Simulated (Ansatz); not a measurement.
**Worked example: BO⁺, triplet against BO, quartet**

Geometry (PBE0/def2-TZVP stationary point of a quartet), kept for both states (BO, quartet: Σ⁺ or Δ; BO⁺, triplet: Π):

```xyz
2

B     0.0000    0.0000    0.0000
O     0.0000    0.0000    1.4032
```

Basis 6-31G; Ansatz 0.2.0. Only valence electrons are correlated (noble-gas cores frozen). Prefix R: restricted or restricted open-shell reference; prefix U: unrestricted.

Full CI is exact within this basis and frozen core; it isn't the basis-set limit. The frozen core follows each run's orbitals, which can shift R against U totals by a few meV.

The determinant of the BO quartet fills πx and πy unequally, so it is a mixture of Σ and Δ, which weighs on every level built on one determinant.

```json
{"level": "UHF", "E(BO, quartet) (hartree)": "-99.338482", "E(BO⁺, triplet) (hartree)": "-99.044893"}
{"level": "UMP2", "E(BO, quartet) (hartree)": "-99.442677", "E(BO⁺, triplet) (hartree)": "-99.160639"}
{"level": "UCCSD(T)", "E(BO, quartet) (hartree)": "-99.463843", "E(BO⁺, triplet) (hartree)": "-99.179224"}
{"level": "PBE", "E(BO, quartet) (hartree)": "-99.669629", "E(BO⁺, triplet) (hartree)": "-99.378044"}
{"level": "full CI", "E(BO, quartet) (hartree)": "-99.472830", "E(BO⁺, triplet) (hartree)": "-99.180531"}
```

Question: Give the vertical gap, BO⁺ triplet less BO quartet, at each level in eV (1 hartree = 27.2114 eV), and each error against full CI.

Answer: full CI: (-99.180531 − (-99.472830)) × 27.2114 = 7.954 eV (the reference)
PBE: (-99.378044 − (-99.669629)) × 27.2114 = 7.934 eV, error -0.020 eV
UCCSD(T): (-99.179224 − (-99.463843)) × 27.2114 = 7.745 eV, error -0.209 eV
UMP2: (-99.160639 − (-99.442677)) × 27.2114 = 7.675 eV, error -0.279 eV
UHF: (-99.044893 − (-99.338482)) × 27.2114 = 7.989 eV, error 0.035 eV

Total energies of functionals can't be set beside those of wave-function methods, since they hold the core's correlation and their own absolute errors; only the differences compare.

The set has no polarisation functions, so the order and spacing of states can differ from the basis-set limit.

In so small a basis the reference is far from its limit while semilocal and hybrid functionals are nearer theirs, so the functionals' errors here hold much of the reference's basis and frozen-core error, which can add to them or hide them.

Each level lands on the state that its own search finds. T1 diagnostics of restricted CCSD: 0.027 and 0.037.
